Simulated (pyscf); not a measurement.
Four-centre exchange: H₃C–GaH₂ + H₂ → CH₄ + GaH₃

Gas phase, singlet surface, charge 0. Bonds broken: C1–Ga2, H8–H9. Bonds formed: C1–H8, Ga2–H9. Single points on ωB97X-D3(BJ)/def2-SVP structures (PySCF, gas phase).

Transition state (Å):

```xyz
9

C     -1.3618    -0.7059    -0.2667
Ga     0.0235     0.9569     0.0567
H     -1.0231    -1.6273    -0.7650
H     -2.3786    -0.4519    -0.6013
H     -1.4172    -0.9340     0.8105
H     -0.8067     2.1905     0.4924
H      1.3911     0.3740     0.4946
H     -0.6318     0.1546    -1.2574
H     -0.0094     0.9103    -1.7000
```

One imaginary mode, 1535i cm⁻¹; descent along it reached the two sides named.

```tsv
bond	change	reactant side (Å)	saddle	product side
C1–Ga2	breaks	1.971	2.188	3.0
H8–H9	breaks	0.764	1.074	2.548
C1–H8	forms	3.0	1.502	1.103
Ga2–H9	forms	2.444	1.758	1.569
```

Electronic energies relative to the separated reactants (eV):

```tsv
level	barrier	reaction energy	reverse barrier
ωB97X-D3(BJ)/def2-TZVP	1.34	-0.34	1.68
PBE/def2-TZVP	1.06	-0.36	1.42
r²SCAN/def2-TZVP	1.09	-0.35	1.44
B3LYP-D3(BJ)/def2-TZVP	1.31	-0.39	1.70
PBE0-D3(BJ)/def2-TZVP	1.14	-0.37	1.51
M06-2X/def2-TZVP	1.36	-0.28	1.64
ωB97M-D3(BJ)/def2-TZVP	1.33	-0.40	1.74
HF/def2-TZVP	1.95	-0.61	2.56
```

With ωB97M-D3(BJ)/def2-TZVP energies and thermal terms (ideal gas, 1 atm, RRHO with modes under 100 cm⁻¹ raised to 100, one conformer, R ln 2 for chiral ones without a mode under 150 cm⁻¹), in eV:

```csv
T (K),ΔH‡,ΔG‡,ΔH,ΔG
298,1.39,1.77,-0.29,-0.27
600,1.34,2.17,-0.35,-0.22
900,1.33,2.59,-0.40,-0.15
1200,1.33,3.01,-0.43,-0.06
```

At the saddle there is also a short Ga–H contact that neither side keeps. This is the saddle that the search found; another between the same sides may lie lower. Elements up to Kr have no core potential and no relativistic terms here.
